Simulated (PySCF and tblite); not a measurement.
Results of a calculation; reference values are marked as such.
System: C₅H₉ (charge +1), numbered as in [CH+:1]1[CH2:2][CH2:3][CH2:4][CH2:5]1.

Motion: inversion of the 5-membered ring (1–2–3–4–5). GFN2-xTB gives an electronic barrier of 0.9 kcal/mol.

The ion is treated without a counter-ion.

Question: What does PBE0/pcSseg-1 + D3(BJ) give on PBE0-D3(BJ)/def2-SVP geometries?

Answer: A barrier of 2.9 kcal/mol, 2.0 above the tight-binding barrier (from unrounded values) and, with GFN2-xTB thermal terms, ΔG‡(298 K) = 3.0 kcal/mol and k = 4×10¹⁰ s⁻¹ (1 equivalent path).

Question: And the level of the geometries itself, PBE0-D3(BJ)/def2-SVP?

Answer: 3.1 kcal/mol.

Programs: tblite and PySCF.
